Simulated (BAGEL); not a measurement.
# singlet CHF2O+ at 4 levels

Wanted: a comparison of 4 runs (B3LYP/6-31G*, B3LYP/6-311+G**, PBE0/6-311+G**, RI-MP2/6-311+G**) of singlet CHF2O+. 

The results are computed with BAGEL 1.2.2.

1 further run of the same task is left out (it didn't finish).

### 1 The molecule

The species is CHF2O+ (5 atoms), meant as a singlet with charge +1. As SMILES of the parent species, `[O]C(F)F`. Geometry: relaxed at PBE0-D4/def2-TZVP. That shape belongs to the parent species and isn't relaxed for this state.

Bond lengths: O1–C2 1.320 Å, C2–F3 1.347 Å, C2–F4 1.347 Å, C2–H5 1.113 Å. Angles: O1–C2–F3 113.9°, O1–C2–F4 113.9°, F3–C2–F4 106.7°, O1–C2–H5 103.3°, F3–C2–H5 109.5°, F4–C2–H5 109.5°.

### 2 The energy at B3LYP/6-31G(d) (density fitting with qzvpp-jkfit, spherical functions) (run 1)

File input.json:

```json
{ "bagel": [

{
  "title": "molecule",
  "basis": "6-31gs.json",
  "df_basis": "qzvpp-jkfit",
  "angstrom": true,
  "geometry": [
    { "atom": "O", "xyz": [   -0.541600,   -0.387700,    1.137900 ] },
    { "atom": "C", "xyz": [    0.011000,    0.001200,    0.004100 ] },
    { "atom": "F", "xyz": [    1.102700,   -0.708000,   -0.342800 ] },
    { "atom": "F", "xyz": [   -0.825400,   -0.034200,   -1.051500 ] },
    { "atom": "H", "xyz": [    0.303300,    1.055000,    0.210800 ] }
  ]
},
{ "title": "ks", "xc_func": "b3lyp", "charge": 1 },
{ "title": "print", "file": "orbitals.molden", "orbitals": true }

]}
```

The basis set 6-31G* is read from a file made from the Basis Set Exchange's data (not shown).

Run with:

```
$ BAGEL_NUM_THREADS=1 BAGEL input.json > input.out
```

Output:

```text
* using 1 threads per process

  ===============================================================
  ===============================================================

  *** Geometry ***

  { "atom" : "O", "xyz" : [     -1.023476,     -0.732647,      2.150319 ] },
  { "atom" : "C", "xyz" : [      0.020787,      0.002268,      0.007748 ] },
  { "atom" : "F", "xyz" : [      2.083801,     -1.337926,     -0.647798 ] },
  { "atom" : "F", "xyz" : [     -1.559780,     -0.064629,     -1.987047 ] },
  { "atom" : "H", "xyz" : [      0.573154,      1.993661,      0.398354 ] },

  Number of auxiliary basis functions:      324

  Since a DF basis is specified, we compute 2- and 3-index integrals:
    o Being stored without compression. Storage requirement is 0.009 GB

  Number of basis functions:       58
  Number of electrons      :       33

    * METHOD: MOLECULE                             0.07

  *** Kohn-Sham DFT ***

    * Removing 8307 points whose weight is below 1.00e-10
    * Grid points: 66223

  === Nuclear Repulsion ===
   125.3716852213

       - DIIS with orbital gradients will be used.

  === KS iteration (b3lyp / 6-31gs.json) ===
      0       -287.44495263          0.16126145           0.12
      1       -238.71825400          0.41772576           0.09
      2       -274.71029588          0.22700467           0.09
      3       -283.29940668          0.27957737           0.08
      4       -310.92450279          0.09083147           0.09
      5       -311.73858913          0.07745536           0.09
      6       -312.18915583          0.04996471           0.08
      7       -312.68355691          0.03299337           0.09
      8       -312.88859918          0.01706753           0.09
      9       -312.86360739          0.02270650           0.08
     10       -312.98158727          0.00689697           0.08
     11       -312.99086901          0.00401113           0.08
     12       -312.99961143          0.00384024           0.09
     13       -313.00777257          0.00143591           0.09
     14       -313.01043531          0.00067561           0.09
     15       -313.01241026          0.00046061           0.08
     16       -313.01356781          0.00050422           0.08
     17       -313.01400809          0.00044942           0.08
     18       -313.01405368          0.00025946           0.08
     19       -313.01426473          0.00026752           0.08
     20       -313.01433926          0.00013959           0.09
     21       -313.01436774          0.00008395           0.09
     22       -313.01437362          0.00009054           0.09
     23       -313.01437727          0.00002048           0.08
     24       -313.01437769          0.00000442           0.09
     25       -313.01437770          0.00000309           0.09
     26       -313.01437771          0.00000129           0.09
     27       -313.01437771          0.00000059           0.09
     28       -313.01437771          0.00000025           0.09
     29       -313.01437771          0.00000011           0.09
     30       -313.01437771          0.00000003           0.09
     31       -313.01437771          0.00000002           0.08
     32       -313.01437771          0.00000002           0.09
     33       -313.01437771          0.00000002           0.08
     34       -313.01437771          0.00000002           0.08
     35       -313.01437771          0.00000001           0.08
    * SCF iteration converged.

    * Permanent dipole moment:
           (   -0.116010,    -0.966109,    -0.602849) a.u.

    * METHOD: KS                                   3.31

    * METHOD: PRINT                                0.01

  ===============================================================
```

Run time: 3.6 s. Hardware: 1 thread of Arm Neoverse V2, shared host; peak memory 0.21 GiB.

### 3 A single-point energy at B3LYP/6-311+G(d,p) (density fitting with qzvpp-jkfit) (run 2)

File input.json:

```json
{ "bagel": [

{
  "title": "molecule",
  "basis": "6-311+gss.json",
  "df_basis": "qzvpp-jkfit",
  "angstrom": true,
  "geometry": [
    { "atom": "O", "xyz": [      -0.541600,      -0.387700,       1.137900 ] },
    { "atom": "C", "xyz": [       0.011000,       0.001200,       0.004100 ] },
    { "atom": "F", "xyz": [       1.102700,      -0.708000,      -0.342800 ] },
    { "atom": "F", "xyz": [      -0.825400,      -0.034200,      -1.051500 ] },
    { "atom": "H", "xyz": [       0.303300,       1.055000,       0.210800 ] }
  ]
},

{ "title": "ks", "xc_func": "b3lyp", "charge": 1 },

{ "title": "print", "file": "orbitals.molden", "orbitals": true }

]}
```

The basis set 6-311+G** is read from a file made from the Basis Set Exchange's data (not shown).

Run with:

```
$ BAGEL_NUM_THREADS=1 BAGEL input.json > input.out
```

Output:

```text
* using 1 threads per process

  ===============================================================
  ===============================================================

  *** Geometry ***

  { "atom" : "O", "xyz" : [     -1.023476,     -0.732647,      2.150319 ] },
  { "atom" : "C", "xyz" : [      0.020787,      0.002268,      0.007748 ] },
  { "atom" : "F", "xyz" : [      2.083801,     -1.337926,     -0.647798 ] },
  { "atom" : "F", "xyz" : [     -1.559780,     -0.064629,     -1.987047 ] },
  { "atom" : "H", "xyz" : [      0.573154,      1.993661,      0.398354 ] },

  Number of auxiliary basis functions:      324

  Since a DF basis is specified, we compute 2- and 3-index integrals:
    o Being stored without compression. Storage requirement is 0.023 GB

  Number of basis functions:       94
  Number of electrons      :       33

    * METHOD: MOLECULE                             0.09

  *** Kohn-Sham DFT ***

    * Removing 8307 points whose weight is below 1.00e-10
    * Grid points: 66223

  === Nuclear Repulsion ===
   125.3716852213

       - DIIS with orbital gradients will be used.

  === KS iteration (b3lyp / 6-311+gss.json) ===
      0       -269.03104182          0.26787282           0.17
      1       -241.65520997          0.19191347           0.17
      2       -272.16185710          0.23545456           0.17
      3       -295.61309875          0.18098252           0.17
      4       -299.29452854          0.17142033           0.17
      5       -298.39808427          0.17593155           0.17
      6       -300.76162471          0.16813125           0.17
      7       -238.55393510          0.29752539           0.17
      8       -310.04568139          0.09521297           0.17
      9       -312.15676968          0.05659826           0.17
     10       -312.47417393          0.04210654           0.17
     11       -313.03341250          0.01838980           0.17
     12       -313.10668756          0.00522385           0.19
     13       -313.11350697          0.00161507           0.19
     14       -313.11411802          0.00070546           0.18
     15       -313.11419655          0.00044997           0.18
     16       -313.11424416          0.00015492           0.18
     17       -313.11424785          0.00009050           0.19
     18       -313.11424986          0.00002530           0.18
     19       -313.11425001          0.00000494           0.19
     20       -313.11425001          0.00000174           0.19
     21       -313.11425001          0.00000090           0.19
     22       -313.11425002          0.00000030           0.19
     23       -313.11425002          0.00000019           0.18
     24       -313.11425002          0.00000013           0.18
     25       -313.11425002          0.00000014           0.18
     26       -313.11425002          0.00000005           0.19
     27       -313.11425002          0.00000005           0.19
     28       -313.11425002          0.00000005           0.18
     29       -313.11425002          0.00000002           0.18
     30       -313.11425002          0.00000001           0.18
    * SCF iteration converged.

    * Permanent dipole moment:
           (   -0.094606,    -0.995303,    -0.688847) a.u.

    * METHOD: KS                                   5.82

    * METHOD: PRINT                                0.02

  ===============================================================
```

It took 6.3 s on 1 thread of Arm Neoverse V2, shared host; peak memory 0.3 GiB.

Run 3 isn't shown in full; the table further down has it.

### 4 The energy at RI-MP2/6-311+G(d,p) (density fitting with qzvpp-jkfit) (run 4)

File mp2.json:

```json
{ "bagel" : [

{
  "title" : "molecule",
  "basis" : "6-311+gss.json",
  "df_basis" : "qzvpp-jkfit",
  "angstrom" : true,
  "geometry" : [
    { "atom" : "O", "xyz" : [   -0.541600,   -0.387700,    1.137900 ] },
    { "atom" : "C", "xyz" : [    0.011000,    0.001200,    0.004100 ] },
    { "atom" : "F", "xyz" : [    1.102700,   -0.708000,   -0.342800 ] },
    { "atom" : "F", "xyz" : [   -0.825400,   -0.034200,   -1.051500 ] },
    { "atom" : "H", "xyz" : [    0.303300,    1.055000,    0.210800 ] }
  ]
},
{
  "title" : "hf",
  "charge" : 1
},
{
  "title" : "mp2",
  "charge" : 1,
  "ncore" : 4
}

]}
```

The basis set 6-311+G** is read from a file made from the Basis Set Exchange's data (not shown).

Run with:

```
$ BAGEL_NUM_THREADS=1 BAGEL mp2.json > mp2.out
```

Output:

```text
* using 1 threads per process

  ===============================================================
  ===============================================================

  *** Geometry ***

  { "atom" : "O", "xyz" : [     -1.023476,     -0.732647,      2.150319 ] },
  { "atom" : "C", "xyz" : [      0.020787,      0.002268,      0.007748 ] },
  { "atom" : "F", "xyz" : [      2.083801,     -1.337926,     -0.647798 ] },
  { "atom" : "F", "xyz" : [     -1.559780,     -0.064629,     -1.987047 ] },
  { "atom" : "H", "xyz" : [      0.573154,      1.993661,      0.398354 ] },

  Number of auxiliary basis functions:      324

  Since a DF basis is specified, we compute 2- and 3-index integrals:
    o Being stored without compression. Storage requirement is 0.023 GB

  Number of basis functions:       94
  Number of electrons      :       33

    * METHOD: MOLECULE                             0.10

  *** RHF ***

  === Nuclear Repulsion ===
   125.3716852213

      * DIIS with orbital gradients will be used.

  === RHF iteration (6-311+gss.json) ===
      0       -311.27163231          0.03799790           0.03
      1       -311.48416157          0.02875854           0.03
      2       -311.66218941          0.00380560           0.03
      3       -311.67685665          0.00215649           0.03
      4       -311.68094529          0.00125690           0.03
      5       -311.68386490          0.00074977           0.03
      6       -311.68492916          0.00040208           0.03
      7       -311.68526764          0.00021779           0.03
      8       -311.68537089          0.00009125           0.03
      9       -311.68538630          0.00003308           0.03
     10       -311.68538726          0.00001675           0.03
     11       -311.68538743          0.00000641           0.03
     12       -311.68538748          0.00000366           0.03
     13       -311.68538750          0.00000174           0.03
     14       -311.68538750          0.00000117           0.03
     15       -311.68538750          0.00000074           0.03
     16       -311.68538750          0.00000044           0.03
     17       -311.68538750          0.00000024           0.03
     18       -311.68538750          0.00000009           0.03
     19       -311.68538750          0.00000004           0.03
     20       -311.68538750          0.00000002           0.03
     21       -311.68538750          0.00000001           0.03
     22       -311.68538750          0.00000001           0.03
    * SCF iteration converged.

    * Permanent dipole moment:
           (    0.206389,    -0.871893,    -1.390449) a.u.

    * METHOD: HF                                   0.73

  *** RHF ***

  === Nuclear Repulsion ===
   125.3716852213

      * DIIS with orbital gradients will be used.

  === RHF iteration (6-311+gss.json) ===
      0       -311.68538750          0.00000001           0.03
    * SCF iteration converged.

    * Permanent dipole moment:
           (    0.206389,    -0.871893,    -1.390449) a.u.

  === DF-MP2 calculation ===

    * freezing 4 orbitals
    * 3-index integral transformation done
    * assembly done

      MP2 correlation energy:   -0.7102569653      0.03

      MP2 total energy:       -312.3956444679

    * METHOD: MP2                                  0.09

  ===============================================================
```

Run time: 1.1 s. Hardware: 1 thread of Arm Neoverse V2, shared host; peak memory 0.087 GiB.

### 5 The series

| run | level | frozen core orbitals | energy (Eh) | HOMO energy (eV) | LUMO energy (eV) | HOMO–LUMO gap (eV) | wall time |
| --- | --- | --- | --- | --- | --- | --- | --- |
| 1 | B3LYP/6-31G* (density fitting with qzvpp-jkfit, spherical functions) | – | -313.014378 | -18.90 | -16.88 | 2.02 | 3.6 s |
| 2 | B3LYP/6-311+G** (density fitting with qzvpp-jkfit) | – | -313.114250 | -19.23 | -17.17 | 2.06 | 6.3 s |
| 3 | PBE0/6-311+G** (density fitting with qzvpp-jkfit) | – | -312.799150 | -19.56 | -16.92 | 2.64 | 6.3 s |
| 4 | RI-MP2/6-311+G** (density fitting with qzvpp-jkfit) | 4 | -312.395644 | – | – | – | 1.1 s |

### 6 Outcome

```
                                          quantity          value
                               run 4: total energy  -312.39564 Eh
run 4: correlation energy (4 core orbitals frozen)     -710.3 mEh
```

What this shows: Over runs 1, 2, 3 the HOMO–LUMO gap runs from 2.02 eV (B3LYP/6-31G*) to 2.64 eV (PBE0/6-311+G**). The two ends differ in method and basis. Totals of different functionals can't be ranked against each other. All runs together took 17 s, the longest 6.3 s.
